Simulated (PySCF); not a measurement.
Species: CH₇AlSi.
Bonds: Al1–C2, C2–Si3. Hydrogens: H4, H5 on Al1; H6, H7 on C2; H8, H9, H10 on Si3.

Computed by this run: PySCF, PBE0-D3(BJ)/def2-SVP geometry optimisation, gas phase; density fitting, grid level 1; the optimiser is geomeTRIC in internal coordinates, started from a GFN2-xTB structure.

Step 0: E = -15611.9199 eV
```
atom  x, y, z in Å  |  force x, y, z in eV/Å
Al1     1.7528    0.3823    0.0245   -0.570  -0.392  -0.122
C2      0.1042   -0.7111   -0.1328   -0.104   0.632   0.449
Si3    -1.4112    0.1446    0.6578    0.861  -0.727  -0.523
H4      3.1977   -0.1770    0.1060    0.484  -0.466   0.016
H5      1.7045    1.9307    0.1212   -0.242   0.617   0.005
H6     -0.1466   -0.9522   -1.1746    0.017   0.068  -0.276
H7      0.2471   -1.6823    0.3624    0.078  -0.140   0.116
H8     -2.5649   -0.7645    0.6329   -0.481  -0.271   0.058
H9     -1.7676    1.3666   -0.0694   -0.097   0.492  -0.235
H10    -1.0981    0.4722    2.0556    0.054   0.187   0.513
```

Q: Estimate the geometry and energy of step 1. (The exact step hangs on the optimiser's Hessian estimate; all steps are aligned on step 0, rigid shifts and turns removed.)

A: E = -15612.0110 eV, largest force 0.343 eV/Å
```
atom  x, y, z in Å  |  force x, y, z in eV/Å
Al1     1.7319    0.4096    0.0230    0.198  -0.072  -0.013
C2      0.1185   -0.6891   -0.1220   -0.259   0.148   0.169
Si3    -1.3970    0.1215    0.6524    0.072  -0.196  -0.121
H4      3.1575   -0.3011    0.0964   -0.011   0.006   0.000
H5      1.6841    2.0021    0.1102   -0.095  -0.052  -0.032
H6     -0.1179   -0.9213   -1.1769    0.051   0.057  -0.030
H7      0.2849   -1.6629    0.3735    0.079   0.020  -0.030
H8     -2.5811   -0.7985    0.6355   -0.005   0.061   0.039
H9     -1.7601    1.3708   -0.0875    0.008   0.003   0.038
H10    -1.1032    0.4783    2.0792   -0.037   0.026  -0.019
```

The energy changes by -0.0911 eV. The first-order estimate −F·Δx gives -0.1781 eV and the mean of the old and new forces, exact on a quadratic surface, -0.0908 eV. The step makes an angle of 62° with the force vector and moves no atom by more than 0.131 Å.

What follows is the cost of the whole optimisation. Time: 31 s of wall time; peak memory 0.36 GiB. Hardware: an Intel Xeon Platinum 8559C with one thread (shared host).
